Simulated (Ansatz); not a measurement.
# How methods differ on CH5OSi (SMILES [CH2][SiH2]O)

The species is CH5OSi (8 atoms), meant as a doublet with charge 0. SMILES: `[CH2][SiH2]O`. Geometry: optimised at wB97X-V/def2-SVP. This is one conformer, not always the lowest.

```
atom    x (Å)    y (Å)    z (Å)
   C  -0.8652   0.5231  -0.7987
  Si   0.6613  -0.0029   0.1137
   O   0.2971  -0.7322   1.5727
   H  -0.9883   0.4055  -1.8831
   H  -1.7079   1.0175  -0.2969
   H   1.5027   1.1693   0.4826
   H   1.4417  -0.9128  -0.7814
   H  -0.2491  -1.5245   1.5350
```

Quantity: the adiabatic electron affinity (to the singlet anion, shapes relaxed at wB97X-V/def2-SVP, no zero-point term), in eV. The values are calculated.

The electron affinity is E(neutral) − E(anion): positive where the electron is bound.

```json
{"level": "UHF/def2-TZVP", "kind": "Hartree–Fock", "program": "Ansatz", "value (eV)": "-0.41", "less CCSD(T)/def2-TZVP": "-1.44"}
{"level": "UPBE/def2-TZVP", "kind": "GGA", "program": "Ansatz", "value (eV)": "1.22", "less CCSD(T)/def2-TZVP": "+0.19"}
{"level": "UB3LYP/def2-TZVP", "kind": "global hybrid", "program": "Ansatz", "value (eV)": "1.15", "less CCSD(T)/def2-TZVP": "+0.12"}
{"level": "U-wB97M-V/def2-TZVP", "kind": "range-separated hybrid", "program": "Ansatz", "value (eV)": "1.18", "less CCSD(T)/def2-TZVP": "+0.15"}
{"level": "UMP2/def2-TZVP", "kind": "perturbation theory", "program": "Ansatz", "value (eV)": "1.12", "less CCSD(T)/def2-TZVP": "+0.09"}
{"level": "UCCSD(T)/def2-TZVP", "kind": "coupled cluster or CI", "program": "Ansatz", "value (eV)": "1.03", "less CCSD(T)/def2-TZVP": "0.00"}
```

UCCSD(T)/def2-TZVP is the highest level here, not the true value. The values span -0.41 to 1.22 eV.
